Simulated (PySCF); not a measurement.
# H2O3 (trioxidane) at 5 levels

Aim: a comparison of 5 runs (HF/STO-3G, HF/3-21G, PBE0/def2-SVP, TPSSh/def2-SVP, MP2/6-31+G*) of H2O3 (trioxidane). 

Program for the calculation: PySCF 2.14.0.

## 1. Starting point

H2O3 has 5 atoms, charge 0, and is taken as a singlet. SMILES: `OOO`. Geometry: relaxed at PBE0-D4/def2-TZVP. This is a higher conformer, about 11 kJ/mol above the lowest found by a separate search.

Bond lengths: O1–O2 1.403 Å, O2–O3 1.403 Å, O1–H4 0.968 Å, O3–H5 0.968 Å. Angles: O1–O2–O3 108.0°, O2–O1–H4 102.8°, O2–O3–H5 102.8°.

## 2. Energy and forces at HF/STO-3G (run 1)

Contents of job.py:

```python
import pyscf.grad
from pyscf import gto, scf

mol = gto.Mole()
mol.atom = '''
O     -1.829860    -1.322752    -0.276146
O     -0.252562    -0.082354     1.455543
O      2.216819    -0.126328     0.493370
H     -2.476316     0.053290    -1.294821
H      2.341900     1.478144    -0.377926
'''
mol.basis = 'sto-3g'
mol.verbose = 3
mol.spin = 0
mol.charge = 0
mol.unit = 'bohr'
mol.max_memory = 1860
mol.build()

mf = scf.RHF(mol)
mf.conv_tol = 1e-10
mf.kernel()
if not mf.converged:
    mf = mf.newton().run(mf.mo_coeff, mf.mo_occ)

etot = mf.e_tot
print('E(%s) = %.9f' % ('HF', etot))
grad = mf.Gradients().kernel()
mf.analyze()
```

Launch:

```sh
$ OMP_NUM_THREADS=1 python job.py
```

Output:

```text
converged SCF energy = -222.573097750026
E(HF) = -222.573097750
--------------- RHF gradients ---------------
         x                y                z
0 O    -0.0310744136     0.0311938163    -0.0301313961
1 O    -0.0008630362    -0.0005462011     0.0052496336
2 O     0.0180564632     0.0457090623    -0.0207851134
3 H     0.0151365527    -0.0357555155     0.0244015475
4 H    -0.0012555660    -0.0406011620     0.0212653285
----------------------------------------------
**** MO energy ****
MO #1   energy= -20.3905178055624  occ= 2
MO #2   energy= -20.3428850077391  occ= 2
MO #3   energy= -20.3428265980323  occ= 2
MO #4   energy= -1.48458650103819  occ= 2
MO #5   energy= -1.29475028218851  occ= 2
MO #6   energy= -1.05037509566332  occ= 2
MO #7   energy= -0.650527015687218 occ= 2
MO #8   energy= -0.631270668526434 occ= 2
MO #9   energy= -0.561331532656668 occ= 2
MO #10  energy= -0.512296448612822 occ= 2
MO #11  energy= -0.409039344030807 occ= 2
MO #12  energy= -0.396924161024435 occ= 2
MO #13  energy= -0.371432600103788 occ= 2
MO #14  energy= 0.439491086919771  occ= 0
MO #15  energy= 0.520221710974163  occ= 0
MO #16  energy= 0.603784690570114  occ= 0
MO #17  energy= 0.631395056418228  occ= 0
 ** Mulliken atomic charges  **
charge of    0O =     -0.12509
charge of    1O =     -0.03306
charge of    2O =     -0.12509
charge of    3H =      0.14162
charge of    4H =      0.14162
Dipole moment(X, Y, Z, Debye): -0.35757,  2.28589, -1.67206
```

Run time: 1.3 s. Hardware: 1 thread of Arm Neoverse N1, shared host; peak memory 0.12 GiB.

## 3. Energy and forces at HF/3-21G (run 2)

Contents of job.py:

```python
# OOO
import pyscf.grad
from pyscf import gto

molecule = gto.Mole()
molecule.atom = '''
O     -1.829860    -1.322752    -0.276146
O     -0.252562    -0.082354     1.455543
O      2.216819    -0.126328     0.493370
H     -2.476316     0.053290    -1.294821
H      2.341900     1.478144    -0.377926
'''
molecule.basis = '3-21g'
molecule.charge = 0
molecule.spin = 0
molecule.unit = 'bohr'
molecule.max_memory = 1860
molecule.verbose = 3
molecule.build()

myscf = molecule.RHF()
myscf.conv_tol = 1e-10
myscf.kernel()
if not myscf.converged:
    myscf = myscf.newton().run(myscf.mo_coeff, myscf.mo_occ)

etot = myscf.e_tot
print(f'total energy: {etot:.8f} hartree')
grad = myscf.Gradients().kernel()
dip = myscf.dip_moment()
pop, q = myscf.mulliken_pop()
```

Launch:

```sh
$ OMP_NUM_THREADS=1 python job.py
```

Output:

```text
converged SCF energy = -224.299279499548
total energy: -224.29927950 hartree
--------------- RHF gradients ---------------
         x                y                z
0 O     0.0218940880     0.0234440114     0.0286723411
1 O     0.0165058479    -0.0223150061    -0.0522079686
2 O    -0.0390978319     0.0053984760     0.0170642777
3 H     0.0037444914    -0.0022618782     0.0038833440
4 H    -0.0030465954    -0.0042656030     0.0025880058
----------------------------------------------
Dipole moment(X, Y, Z, Debye): -0.50357,  3.25492, -2.41024
 ** Mulliken pop  **
pop of  0 O 1s            1.98629
pop of  0 O 2s            0.43650
pop of  0 O 3s            1.48810
pop of  0 O 2px           0.70717
pop of  0 O 2py           0.67793
pop of  0 O 2pz           0.64893
pop of  0 O 3px           0.82524
pop of  0 O 3py           0.83868
pop of  0 O 3pz           0.74865
pop of  1 O 1s            1.98702
pop of  1 O 2s            0.44736
pop of  1 O 3s            1.48152
pop of  1 O 2px           0.44510
pop of  1 O 2py           0.86362
pop of  1 O 2pz           0.66220
pop of  1 O 3px           0.50013
pop of  1 O 3py           0.92502
pop of  1 O 3pz           0.77856
pop of  2 O 1s            1.98629
pop of  2 O 2s            0.43650
pop of  2 O 3s            1.48810
pop of  2 O 2px           0.51234
pop of  2 O 2py           0.72116
pop of  2 O 2pz           0.80052
pop of  2 O 3px           0.62248
pop of  2 O 3py           0.85963
pop of  2 O 3pz           0.93047
pop of  3 H 1s            0.43514
pop of  3 H 2s            0.16211
pop of  4 H 1s            0.43513
pop of  4 H 2s            0.16211
 ** Mulliken atomic charges  **
charge of    0O =     -0.35749
charge of    1O =     -0.09052
charge of    2O =     -0.35750
charge of    3H =      0.40276
charge of    4H =      0.40276
```

It took 1.3 s on 1 thread of Arm Neoverse N1, shared host; peak memory 0.12 GiB.

Runs 3 to 4 aren't shown in full; the table further down has their settings and results.

## 4. Energy and gradient at MP2/6-31+G(d) (spherical functions) (run 5)

Contents of calc.py:

```python
# OOO
from pyscf import gto, scf, mp

mol = gto.Mole()
mol.atom = [
    ('O', (-0.968320, -0.699970, -0.146130)),
    ('O', (-0.133650, -0.043580, 0.770240)),
    ('O', (1.173090, -0.066850, 0.261080)),
    ('H', (-1.310410, 0.028200, -0.685190)),
    ('H', (1.239280, 0.782200, -0.199990)),
]
mol.basis = '6-31+g*'
mol.charge = 0
mol.verbose = 3
mol.max_memory = 1860
mol.build()

calc0 = scf.RHF(mol)
calc0.conv_tol = 1e-10
calc0.kernel()
if not calc0.converged:
    calc0 = calc0.newton().run(calc0.mo_coeff, calc0.mo_occ)

pt = mp.MP2(calc0, frozen=3).run()
etot = pt.e_tot
print('Final energy', etot)
grad = pt.nuc_grad_method().kernel()
calc0.analyze()
```

Launch:

```sh
$ OMP_NUM_THREADS=1 python calc.py
```

Output:

```text
converged SCF energy = -225.531083057583
[... 19 lines left out ...]
MO #8   energy= -0.749587777538653 occ= 2
[... 9 lines left out ...]
MO #18  energy= 0.248491289980972  occ= 0
[... 9 lines left out ...]
MO #28  energy= 0.49673503416609   occ= 0
[... 9 lines left out ...]
MO #38  energy= 1.44999334280098   occ= 0
[... 9 lines left out ...]
MO #48  energy= 2.04021768781182   occ= 0
[... 9 lines left out ...]
MO #58  energy= 3.43751970178432   occ= 0
[... 6 lines left out ...]
Dipole moment(X, Y, Z, Debye): -0.46297,  2.96524, -2.17351
```

It took 4.2 s on 1 thread of Arm Neoverse N1, shared host; peak memory 0.24 GiB.

## 5. Overview of the runs

```
run                              level  integration grid  frozen core orbitals  energy (Eh)  dipole moment (D) of the reference  HOMO energy (eV)  LUMO energy (eV)  wall time
  1                          HF/STO-3G                 –                     –  -222.573098                                2.85            -10.11             11.96      1.3 s
  2                           HF/3-21G                 –                     –  -224.299279                                4.08            -13.03              5.88      1.3 s
  3                      PBE0/def2-SVP                 5                     –  -226.267569                                3.37             -8.38              0.79       12 s
  4                     TPSSh/def2-SVP                 5                     –  -226.503202                                3.30             -7.33              0.19       20 s
  5  MP2/6-31+G* (spherical functions)                 –                     3  -226.085511                                3.71            -13.61              3.82      4.2 s
```

## 6. Results

| quantity | value |
| --- | --- |
| run 5: total energy | -226.08551 Eh |
| run 5: dipole moment (Hartree–Fock density) | 3.71 D |
| run 5: HOMO energy (Hartree–Fock orbitals) | -13.61 eV |
| run 5: LUMO energy (Hartree–Fock orbitals) | 3.82 eV |
| run 5: HOMO–LUMO gap (Hartree–Fock orbitals) | 17.43 eV |
| run 5: correlation energy (3 core orbitals frozen) | -554.4 mEh |
| run 5: largest force on an atom | 1.573 eV/Å |

What this shows: Over runs 1, 2, 3, 4 the dipole moment (its size) runs from 2.85 D (HF/STO-3G) to 4.08 D (HF/3-21G). Over runs 1, 2, 3, 4 the HOMO–LUMO gap runs from 7.51 eV (TPSSh/def2-SVP) to 22.07 eV (HF/STO-3G). The two ends differ in method and basis. Totals of different functionals can't be ranked against each other. In run 1 the basis is minimal, so the values are rough. All runs together took 39 s, the longest 20 s.
